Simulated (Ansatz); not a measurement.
Ansatz (a program for electronic structure) input (B3LYP/6-31G*):

Ansatz 0.2 input:
```yaml
crystal:
  periodic: [false, false, false]
  atoms:
    - {symbol: B, position_ang: [0.00000000, -0.00000000, -0.00000000]}
    - {symbol: Cl, position_ang: [0.00508444, 1.74500655, -0.02473757]}
    - {symbol: Cl, position_ang: [1.50850421, -0.87734968, -0.01892724]}
    - {symbol: Cl, position_ang: [-1.51358865, -0.86765687, 0.04366481]}
basis:
  gaussian:
    orbitals: 6-31G*
hamiltonian:
  xc: {name: B3LYP}
relax: {f_tol: 0.003, max_steps: 120}
```

From the last part of the output:

```
WARN ansatz: RAYON_NUM_THREADS=1 ignored (pool sized by the plan → 1); use --threads N
Functional definition: B3LYP
integrals: 0.02 GiB planned
737 factors; integrals over basis functions are off by at most 1.6e-4 eV
mean field: 0.25 GiB planned
mean field evaluation 1: about -38246.8903 eV, gradient 1.2e1 eV
mean field evaluation 2: about -38246.8602 eV, gradient 1.3e1 eV
mean field evaluation 4: about -38247.2880 eV, gradient 4.0e-1 eV
mean field evaluation 8: about -38247.3053 eV, gradient 5.5e-3 eV
mean field -38247.30529226 eV, -1405.5625445359 hartree, gradient 1.8e-5 eV, S^2 0.000000; 0 other end points of the search recorded, 0 dependent functions left out
the calculation of the forces begins
reference -38247.30548838 eV, -1405.5625517432 hartree; 28, 28 occupied and 44, 44 virtual orbitals, 737 factors
relax step   1: F+E_penalty+E_count = -38247.30529226 eV  Δ(F+E_penalty+E_count) = +0.000e0 eV  max|allowed force component| = 2.200e-1 eV/Å  Δτ_max = 0.0000 Å  (25 SCF iters, accepted)
these checks for a lower state are left out or cut short: starts, cluster_reference, orbital_swaps, neighbouring_geometries, increment
integrals: 0.02 GiB planned
737 factors; integrals over basis functions are off by at most 1.6e-4 eV
mean field: 0.25 GiB planned
mean field evaluation 16: about -38247.3070 eV, gradient 2.5e-1 eV
mean field -38247.30724529 eV, -1405.5626163083 hartree, gradient 8.0e-6 eV, S^2 0.000000; 0 other end points of the search recorded, 0 dependent functions left out
the calculation of the forces begins
reference -38247.30744172 eV, -1405.5626235270 hartree; 28, 28 occupied and 44, 44 virtual orbitals, 737 factors
relax step   2: F+E_penalty+E_count = -38247.30724529 eV  Δ(F+E_penalty+E_count) = -1.953e-3 eV  max|allowed force component| = 1.002e-1 eV/Å  Δτ_max = 0.0041 Å  (23 SCF iters, accepted)
these checks for a lower state are left out or cut short: starts, cluster_reference, orbital_swaps, neighbouring_geometries, increment
integrals: 0.02 GiB planned
737 factors; integrals over basis functions are off by at most 1.5e-4 eV
mean field: 0.25 GiB planned
mean field -38247.30776458 eV, -1405.5626353921 hartree, gradient 5.5e-6 eV, S^2 0.000000; 0 other end points of the search recorded, 0 dependent functions left out
the calculation of the forces begins
reference -38247.30796128 eV, -1405.5626426205 hartree; 28, 28 occupied and 44, 44 virtual orbitals, 737 factors
relax step   3: F+E_penalty+E_count = -38247.30776458 eV  Δ(F+E_penalty+E_count) = -5.193e-4 eV  max|allowed force component| = 1.037e-3 eV/Å  Δτ_max = 0.0034 Å  (24 SCF iters, accepted)
integrals: 0.02 GiB planned
737 factors; integrals over basis functions are off by at most 1.5e-4 eV
mean field: 0.25 GiB planned
mean field evaluation 32: about -38246.8085 eV, gradient 1.4e1 eV
mean field -38247.30776458 eV, -1405.5626353921 hartree, gradient 5.5e-6 eV, S^2 0.000000; 1 other end points of the search recorded, 0 dependent functions left out
the calculation of the forces begins
reference -38247.30796128 eV, -1405.5626426205 hartree; 28, 28 occupied and 44, 44 virtual orbitals, 737 factors
Total energy: -38247.30796128 eV, -1405.5626426205 hartree
Atom 0 at    -0.000000    -0.000002     0.000000 Å, force     0.000000     0.000015    -0.000000 eV/Å
Atom 1 at     0.005106     1.752505    -0.024844 Å, force     0.000003     0.001037    -0.000015 eV/Å
Atom 2 at     1.514991    -0.881118    -0.019009 Å, force     0.000903    -0.000529    -0.000011 eV/Å
Atom 3 at    -1.520097    -0.871384     0.043853 Å, force    -0.000906    -0.000523     0.000026 eV/Å
Dipole moment:    -0.000000    -0.000004     0.000000 e Å
```
